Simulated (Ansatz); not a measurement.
Compare A (`COC1C=CO1`) with its isomer B (`C=CCOC=O`).

Calculated with Ansatz (gas phase, PBE0-D4/def2-TZVP geometries, no zero-point term in ΔE). CBS: MP2 limit from def2 TZ/QZ plus the TZ coupled-cluster correction, frozen cores. DFT in def2-TZVPP. B3LYP here is the variant with VWN-RPA as its local correlation; programs differ in this. Each species was taken in one conformer, which may not be the lowest.

(1) Which isomer does CCSD(T)/CBS put lower? Give the gap. (An estimate is asked.)

(2) Give E(B) − E(A) in kcal/mol with HF/def2-TZVPP, CCSD/def2-TZVPP, CCSD(T)/def2-TZVPP, B3LYP, r2SCAN-D4, PBE-D4, ωB97M-V. (Best estimate.)

Largest T1 diagnostic: 0.014.

Answers

(1) Ansatz gave: B, by 39.2 kcal/mol.

(2) The calculation gave: HF/def2-TZVPP -46.6, CCSD/def2-TZVPP -40.2, CCSD(T)/def2-TZVPP -39.7, B3LYP -42.4, r2SCAN-D4 -39.6, PBE-D4 -37.7, ωB97M-V -38.8. None reverses the order clearly.

In def2-TZVPP, CCSD(T) changes the Hartree–Fock value by +6.9 kcal/mol (the triples alone add +0.5 kcal/mol) and MP2 by +7.6 kcal/mol.
